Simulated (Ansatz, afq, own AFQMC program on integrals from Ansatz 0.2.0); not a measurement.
# S, triplet: AFQMC among the cluster methods

A free S atom.

Basis cc-pVDZ. Noble-gas cores (and the filled d shells of Ga–Kr and In–Xe) are frozen. Ansatz 0.2.0 and our own AFQMC program on the same integrals; the CISD trial comes from CCSD amplitudes, and released means the phaseless constraint is let go. Free projection: walkers drawn from exp(T), propagated without any constraint. Its projection time is finite, and what remains of the start isn't in its error. ± is one standard error of the sampling.

Determinant: UHF, the one that the program's search chose, which needn't be the lowest solution.

Full CI on the same integrals is exact in this basis and with this determinant's frozen core.

Cautions: the released energies have errors that jump between times, so the bars are unsure, so no released level is given (meV from the phaseless value at times in 1/Eh: -3.1 ± 0.7 at 0.24, 4 ± 8 at 0.50, -4.2 ± 0.6 at 1.00, -4.3 ± 0.5 at 1.50), though the last usable value meets full CI within the noise.

* T1 diagnostic: 0.0070
* weight of the determinant in the CISD state: 0.948
* ⟨S²⟩ of the determinant: 2.007
* size of the correlated space: 6 electrons in 13 orbitals

```csv
level,correlation energy (eV)
MP2,-2.2804
CCSD,-2.7923
CCSD(T),-2.8232
```

Task: Estimate where phaseless AFQMC with the Hartree–Fock trial lies against CCSD(T) on the same integrals.

Result: 69.5 ± 11.2 meV above CCSD(T).

Reference: full CI, correlation energy -2.834 eV.

| level | E − E(reference) (meV) | share of correlation (%) |
| --- | --- | --- |
| CCSD(T) | 10.4 | 99.63 |
| CCSDT | 3.4 | 99.88 |
| CCSDT(Q) | 0.7 | 99.98 |
| CCSDTQ | 0.1 | 100.00 |
| ph-AFQMC/HF | 80.0 ± 11.2 | 97.18 |
| ph-AFQMC/CISD | 5.0 ± 1.6 | 99.82 |
| free AFQMC | -0.5 ± 0.5 | 100.02 |

CCSDT and higher add their correlation energy to the determinant of the CCSD(T) run, since their own runs factorise the integrals more tightly (a shift of under 2 meV). Free projections are given only where their last times agree within the noise and don't stop above the reference; a slow remainder of the start can still hide under it. A walk keeps the symmetry of its determinant, which the program's search chose and which needn't be the lowest solution, so a lower state of the same spin and another symmetry isn't excluded.
